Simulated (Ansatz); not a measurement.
## A cut through the energy surface

MgNH2 (SMILES [NH2][Mg]), doublet, at its PBE0-D4/def2-TZVP minimum:

```csv
atom,x (Å),y (Å),z (Å)
N1,-0.1358,-0.0051,-0.0960
Mg2,1.4846,-0.1144,0.8859
H3,-0.9885,-0.5105,0.0991
H4,-0.3046,0.5697,-0.9094
```

The angle H4–N1–H3 (107.4° at the minimum) is set to the values below, H4, with anything bonded beyond it, turning rigidly in the plane of the angle. Each method's energies count from its own value at the PBE0-D4 minimum structure. Computed with Ansatz 0.2.0 (basis: def2-TZVPP); correlated methods freeze the cores; orbitals are unrestricted. The outer core shell of Li, Na, Mg and K is correlated. The def2 sets are not built for correlating such inner shells, so the correlated values are less sure here. B3LYP uses VWN-RPA correlation.

```tsv
angle (°)	CCSD(T) (kcal/mol)	r2SCAN-D4 (kcal/mol)	B3LYP-D4 (kcal/mol)	PBE-D4 (kcal/mol)
83.4	9.16	9.08	9.67	9.37
89.4	4.96	4.93	5.36	5.21
95.4	2.05	2.06	2.33	2.29
101.4	0.41	0.43	0.56	0.57
107.4	0.00	0.00	0.00	0.00
113.4	0.76	0.71	0.59	0.53
119.4	2.61	2.50	2.28	2.10
125.4	5.48	5.29	5.00	4.65
131.4	9.29	9.01	8.69	8.10
```

Minimum and curvature along this coordinate at CCSD(T): A fifth-order fit through the nearest points gives 106.5°, with a curvature of about 1.4 meV/deg².

Largest difference from the CCSD(T) curve over the scan: PBE0-D4 0.58; wB97M-V 0.63; HF 1.30; MP2 0.16 kcal/mol. Each curve counts from its own value at the minimum.

No T1 diagnostic of these runs exceeds 0.012. ⟨S²⟩ of the unrestricted Hartree–Fock references: 0.75 (a pure state has 0.75).

For scale, one of the runs: CCSD(T)/def2-TZVPP, 91 basis functions (an equivalent command: `ansatz run in.yaml --threads 2`). Hardware: 2 CPU threads, shared host. Wall time 6 s; peak host memory 0.61 GiB.
